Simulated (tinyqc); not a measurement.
Worked calculation: UHF in the sto-6g basis, for LiH, spin multiplicity 3. This run ends on a higher stationary point, not on the lowest solution. One step of it, computed by the program tinyqc.

Problem. Iteration 2: building the Fock matrix. J_ij = sum D_kl (ij|kl) with D = D(alpha) + D(beta), K_ij = sum D_kl (ik|jl) for each spin; F = H + J - K(s); E = tr D H + tr D J / 2 - 0.5 sum_s tr D(s) K(s) + E_nn.

D(alpha) after iteration 1, lower triangle:
```
            1Li 1s    1Li 2s   1Li 2px   1Li 2py   1Li 2pz     2H 1s
1Li 1s    0.989404
1Li 2s    0.013051  0.069219
1Li 2px   0.000000  0.000000  0.005480
1Li 2py   0.000000  0.000000  0.073826  0.994520
1Li 2pz  -0.028765  0.094429  0.000000  0.000000  0.131017
2H 1s    -0.064030  0.192839  0.000000  0.000000  0.267807  0.547444
```

D(beta) after iteration 1, lower triangle:
```
            1Li 1s     1Li 2s   1Li 2px   1Li 2py    1Li 2pz     2H 1s
1Li 1s    0.985746
1Li 2s    0.028713   0.000836
1Li 2px   0.000000   0.000000  0.000000
1Li 2py   0.000000   0.000000  0.000000  0.000000
1Li 2pz   0.000498   0.000015  0.000000  0.000000   0.000000
2H 1s    -0.003600  -0.000105  0.000000  0.000000  -0.000002  0.000013
```

core Hamiltonian H = T + V (hartree), lower triangle:
```
            1Li 1s     1Li 2s    1Li 2px    1Li 2py    1Li 2pz      2H 1s
1Li 1s   -4.672000
1Li 2s   -0.991325  -1.309423
1Li 2px   0.000000   0.000000  -1.076850
1Li 2py   0.000000   0.000000   0.000000  -1.076850
1Li 2pz  -0.007642  -0.078312   0.000000   0.000000  -1.133968
2H 1s    -0.051427  -0.321084   0.000000   0.000000  -0.451794  -1.135773
```

Two-electron integrals (ij|kl) in chemists' order, unique and non-zero (hartree):
```
(11|11) 1.681247   (21|11) 0.242603   (21|21) 0.044507   (22|11) 0.397190
(22|21) 0.090279   (22|22) 0.290625   (31|31) 0.009437   (32|31) 0.014261
(32|32) 0.064236   (33|11) 0.397190   (33|21) 0.090279   (33|22) 0.290625
(33|33) 0.313125   (41|41) 0.009437   (42|41) 0.014261   (42|42) 0.064236
(43|43) 0.016875   (44|11) 0.397190   (44|21) 0.090279   (44|22) 0.290625
(44|33) 0.279374   (44|44) 0.313125   (51|51) 0.009437   (52|51) 0.014261
(52|52) 0.064236   (53|53) 0.016875   (54|54) 0.016875   (55|11) 0.397190
(55|21) 0.090279   (55|22) 0.290625   (55|33) 0.279374   (55|44) 0.279374
(55|55) 0.313125   (61|11) 0.011948   (61|21) 0.002167   (61|22) 0.004524
(61|33) 0.004457   (61|44) 0.004457   (61|51) 0.000292   (61|52) 0.000625
(61|55) 0.004657   (61|61) 0.000117   (62|11) 0.061709   (62|21) 0.014390
(62|22) 0.053832   (62|33) 0.050697   (62|44) 0.050697   (62|51) 0.002236
(62|52) 0.016798   (62|55) 0.060100   (62|61) 0.000873   (62|62) 0.021480
(63|31) 0.000794   (63|32) 0.004494   (63|53) 0.002061   (63|63) 0.000985
(64|41) 0.000794   (64|42) 0.004494   (64|54) 0.002061   (64|64) 0.000985
(65|11) 0.085925   (65|21) 0.020146   (65|22) 0.077121   (65|33) 0.071895
(65|44) 0.071895   (65|51) 0.003488   (65|52) 0.026253   (65|55) 0.087572
(65|61) 0.001251   (65|62) 0.033022   (65|65) 0.051022   (66|11) 0.221569
(66|21) 0.052217   (66|22) 0.213460   (66|33) 0.196644   (66|44) 0.196644
(66|51) 0.007611   (66|52) 0.074218   (66|55) 0.247093   (66|61) 0.003211
(66|62) 0.115486   (66|65) 0.181885   (66|66) 0.774999
```

nuclear repulsion = 0.66479549 hartree

Give: Coulomb J; exchange K(alpha); exchange K(beta); F(alpha); F(beta); total energy of this density.

Solution.

Coulomb J (hartree), lower triangle:
```
         1Li 1s  1Li 2s  1Li 2px  1Li 2py  1Li 2pz  2H 1s
1Li 1s    4.008
1Li 2s    0.636   1.319
1Li 2px   0.000   0.000    1.294
1Li 2py   0.000   0.000    0.002    1.327
1Li 2pz   0.009   0.072    0.000    0.000    1.338
2H 1s     0.032   0.278    0.000    0.000    0.404  1.265
```

exchange K(alpha) (hartree), lower triangle:
```
         1Li 1s  1Li 2s  1Li 2px  1Li 2py  1Li 2pz  2H 1s
1Li 1s    1.683
1Li 2s    0.269   0.179
1Li 2px   0.000   0.000    0.038
1Li 2py   0.000   0.000    0.022    0.331
1Li 2pz   0.000   0.088    0.000    0.000    0.157
2H 1s     0.015   0.156    0.000    0.000    0.222  0.581
```

exchange K(beta) (hartree), lower triangle:
```
         1Li 1s  1Li 2s  1Li 2px  1Li 2py  1Li 2pz  2H 1s
1Li 1s    1.671
1Li 2s    0.252   0.049
1Li 2px   0.000   0.000    0.010
1Li 2py   0.000   0.000    0.000    0.010
1Li 2pz   0.000   0.000    0.000    0.000    0.010
2H 1s     0.013   0.003    0.000    0.000    0.000  0.000
```

F(alpha) (hartree), lower triangle:
```
         1Li 1s  1Li 2s  1Li 2px  1Li 2py  1Li 2pz   2H 1s
1Li 1s   -2.348
1Li 2s   -0.624  -0.169
1Li 2px   0.000   0.000    0.179
1Li 2py   0.000   0.000   -0.019   -0.081
1Li 2pz   0.002  -0.094    0.000    0.000    0.047
2H 1s    -0.034  -0.200    0.000    0.000   -0.270  -0.452
```

F(beta) (hartree), lower triangle:
```
         1Li 1s  1Li 2s  1Li 2px  1Li 2py  1Li 2pz  2H 1s
1Li 1s   -2.336
1Li 2s   -0.607  -0.039
1Li 2px   0.000   0.000    0.207
1Li 2py   0.000   0.000    0.002    0.240
1Li 2pz   0.001  -0.006    0.000    0.000    0.193
2H 1s    -0.032  -0.046    0.000    0.000   -0.048  0.129
```

total energy of this density = -7.76973 hartree
